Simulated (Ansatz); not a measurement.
F$_{2}$O from Hartree–Fock to CCSD(T)

Cartesian coordinates in Å:
```
F 0.933 -0.481 -0.402
O -0.144 -0.318 0.447
F -0.789 0.799 -0.045
```

Charge 0, multiplicity 1. All single points use the PBE0-D4/def2-TZVP geometry. Frozen core, restricted reference, the Gaussian-basis code of Ansatz. CBS rows extrapolate triple and quadruple zeta.

| basis | HF (Eh) | MP2 corr. |
| --- | --- | --- |
| def2-SVP | -273.22015 | -0.57244 |
| def2-TZVPP | -273.57852 | -0.74901 |
| def2-QZVPP | -273.58986 | -0.81650 |
| cc-pV(D+d)Z | -273.46688 | -0.57662 |
| cc-pV(T+d)Z | -273.56222 | -0.75438 |
| cc-pV(Q+d)Z | -273.58464 | -0.81978 |

(1) Estimate the CCSD correlation energy and the (T) correction in each basis where they were run (hartree).

Answers

(1) 
```
      basis  CCSD corr.       (T)
   def2-SVP    -0.58419  -0.01499
 def2-TZVPP    -0.75403  -0.02808
 def2-QZVPP    -0.81463  -0.03274
  CBS(def2)    -0.85952  -0.03620
cc-pV(D+d)Z    -0.58742  -0.01508
cc-pV(T+d)Z    -0.75749  -0.02855
cc-pV(Q+d)Z    -0.81768  -0.03274
    CBS(cc)    -0.86052  -0.03573
```
